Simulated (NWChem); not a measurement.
Everything below was run with NWChem. System: trimethylamine (C3H9N), charge 0, spin multiplicity 1, at a geometry optimised with PBE0/def2-SVP. Level: RHF/cc-pVDZ.

Output (cleaned and shortened):

```
             Northwest Computational Chemistry Package (NWChem) 7.3.0
             --------------------------------------------------------

                                NWChem Input Module
                                -------------------

 Scaling coordinates for geometry "geometry" by  1.889725989
 (inverse scale =  0.529177249)

 Turning off AUTOSYM since
 SYMMETRY directive was detected!

                             Geometry "geometry" -> ""
                             -------------------------

 Output coordinates in angstroms (scale by  1.889725989 to convert to a.u.)

  No.       Tag          Charge          X              Y              Z
 ---- ---------------- ---------- -------------- -------------- --------------
    1 C                    6.0000    -0.21641100    -0.65865400     1.19716900
    2 N                    7.0000    -0.31698000     0.13286700     0.00000000
    3 C                    6.0000    -0.21641100    -0.65865400    -1.19716900
    4 C                    6.0000     0.58548500     1.25333000     0.00000000
    5 H                    1.0000     0.77633800    -1.15262700     1.32119300
    6 H                    1.0000    -0.98268400    -1.44982300     1.19575300
    7 H                    1.0000    -0.38679200    -0.02922100     2.08481800
    8 H                    1.0000     0.77633800    -1.15262700    -1.32119300
    9 H                    1.0000    -0.38679200    -0.02922100    -2.08481800
   10 H                    1.0000    -0.98268400    -1.44982300    -1.19575300
   11 H                    1.0000     1.66121200     0.95718600     0.00000000
   12 H                    1.0000     0.41397000     1.87998300    -0.88937900
   13 H                    1.0000     0.41397000     1.87998300     0.88937900

 Effective nuclear repulsion energy (a.u.)     138.7671742125

            Nuclear Dipole moment (a.u.)
            ----------------------------
        X                 Y               Z
 ---------------- ---------------- ----------------
    -0.0000113384     0.0000207870    -0.0000000000

      Symmetry information
      --------------------

 Group name             Cs
 Group number              2
 Group order               2
 No. of unique centers     8

      Symmetry unique atoms

     1    2    4    5    6    7   11   12


 Summary of "ao basis" -> "" (spherical)
 ------------------------------------------------------------------------------
       Tag                 Description            Shells   Functions and Types
[...]
              MO Center= -7.3D-02,  3.1D-02, -3.0D-15, r^2= 2.3D+00
   Bfn.  Coefficient  Atom+Function         Bfn.  Coefficient  Atom+Function
  ----- ------------  ---------------      ----- ------------  ---------------
    18      0.465570   2 N  px               21      0.421173   2 N  px
    19     -0.195246   2 N  py               22     -0.176631   2 N  py
    57     -0.165273   5 H  s                72     -0.165273   8 H  s
    87     -0.165266  11 H  s                17     -0.161737   2 N  s
    58     -0.159142   5 H  s                73     -0.159142   8 H  s

 Vector   18  Occ=0.000000D+00  E= 1.767761D-01  Symmetry=a'
              MO Center=  1.8D-01, -7.5D-02, -2.4D-16, r^2= 7.5D+00
   Bfn.  Coefficient  Atom+Function         Bfn.  Coefficient  Atom+Function
  ----- ------------  ---------------      ----- ------------  ---------------
     3      1.197565   1 C  s                31      1.197565   3 C  s
    45      1.197535   4 C  s                58     -0.531893   5 H  s
    73     -0.531893   8 H  s                88     -0.531875  11 H  s
    63     -0.527433   6 H  s                68     -0.527518   7 H  s
    78     -0.527518   9 H  s                83     -0.527433  10 H  s

 Vector   19  Occ=0.000000D+00  E= 2.306247D-01  Symmetry=a"
              MO Center= -1.1D-01,  2.7D-01, -3.4D-13, r^2= 8.4D+00
   Bfn.  Coefficient  Atom+Function         Bfn.  Coefficient  Atom+Function
  ----- ------------  ---------------      ----- ------------  ---------------
     3      1.297255   1 C  s                31     -1.297255   3 C  s
    68     -1.088109   7 H  s                78      1.088109   9 H  s
    93      0.760905  12 H  s                98     -0.760905  13 H  s
    51      0.696216   4 C  pz               58     -0.567781   5 H  s
    73      0.567781   8 H  s                 9      0.491834   1 C  pz

 Vector   20  Occ=0.000000D+00  E= 2.306362D-01  Symmetry=a'
              MO Center= -2.7D-01, -1.1D-01,  4.4D-14, r^2= 8.4D+00
   Bfn.  Coefficient  Atom+Function         Bfn.  Coefficient  Atom+Function
  ----- ------------  ---------------      ----- ------------  ---------------
    45      1.497814   4 C  s                63      1.067801   6 H  s
    83      1.067801  10 H  s                93     -0.817312  12 H  s
    98     -0.817312  13 H  s                 3     -0.748966   1 C  s
    31     -0.748966   3 C  s                88     -0.655528  11 H  s
     8      0.574333   1 C  py               36      0.574333   3 C  py

 center of mass
 --------------
 x =  -0.04138361 y =   0.01734933 z =  -0.00000000

 moments of inertia (a.u.)
 ------------------
         341.468018263106         -56.818595680476          -0.000000000000
         -56.818595680476         229.828515743748          -0.000000000000
          -0.000000000000          -0.000000000000         205.955962644895

  Mulliken analysis of the total density
  --------------------------------------

    Atom       Charge   Shell Charges
 -----------   ------   -------------------------------------------------------
    1 C    6     5.91   2.00  0.65  0.36  1.99  0.80  0.09
    2 N    7     7.48   2.00  0.72  0.80  2.40  1.50  0.05
    3 C    6     5.91   2.00  0.65  0.36  1.99  0.80  0.09
    4 C    6     5.91   2.00  0.65  0.36  1.99  0.80  0.09
    5 H    1     1.00   0.75  0.22  0.03
    6 H    1     0.97   0.76  0.18  0.03
    7 H    1     0.97   0.76  0.18  0.03
    8 H    1     1.00   0.75  0.22  0.03
    9 H    1     0.97   0.76  0.18  0.03
   10 H    1     0.97   0.76  0.18  0.03
   11 H    1     1.00   0.75  0.22  0.03
   12 H    1     0.97   0.76  0.18  0.03
   13 H    1     0.97   0.76  0.18  0.03

       Multipole analysis of the density wrt the origin
       ------------------------------------------------

     L   x y z        total         open         nuclear
     -   - - -        -----         ----         -------
     0   0 0 0     -0.000000      0.000000     34.000000

     1   1 0 0      0.179595      0.000000     -0.000011
     1   0 1 0     -0.075260      0.000000      0.000021
     1   0 0 1      0.000000      0.000000     -0.000000

     2   2 0 0    -21.670542      0.000000     35.212179
     2   1 1 0      0.852700      0.000000     35.880227
     2   1 0 1     -0.000000      0.000000      0.000000
     2   0 2 0    -19.994894      0.000000    105.711180
     2   0 1 1     -0.000000      0.000000      0.000000
     2   0 0 2    -19.636530      0.000000    120.788529

 Task  times  cpu:        3.8s     wall:        3.8s

 Total times  cpu:        3.8s     wall:        3.8s
```

Question: Write an NWChem input that would produce this output.

Answer: This is not unique; one that fits is 
```
start mol
memory heap 200 mb stack 900 mb global 1100 mb
geometry units angstroms nocenter noautoz
  C     -0.216411    -0.658654     1.197169
  N     -0.316980     0.132867     0.000000
  C     -0.216411    -0.658654    -1.197169
  C      0.585485     1.253330     0.000000
  H      0.776338    -1.152627     1.321193
  H     -0.982684    -1.449823     1.195753
  H     -0.386792    -0.029221     2.084818
  H      0.776338    -1.152627    -1.321193
  H     -0.386792    -0.029221    -2.084818
  H     -0.982684    -1.449823    -1.195753
  H      1.661212     0.957186     0.000000
  H      0.413970     1.879983    -0.889379
  H      0.413970     1.879983     0.889379
  symmetry group Cs
end
basis spherical
  * library cc-pvdz
end
scf
  rhf
  nopen 0
  maxiter 100
  thresh 1e-7
  semidirect memsize 60000000 filesize 0
end
task scf energy
```
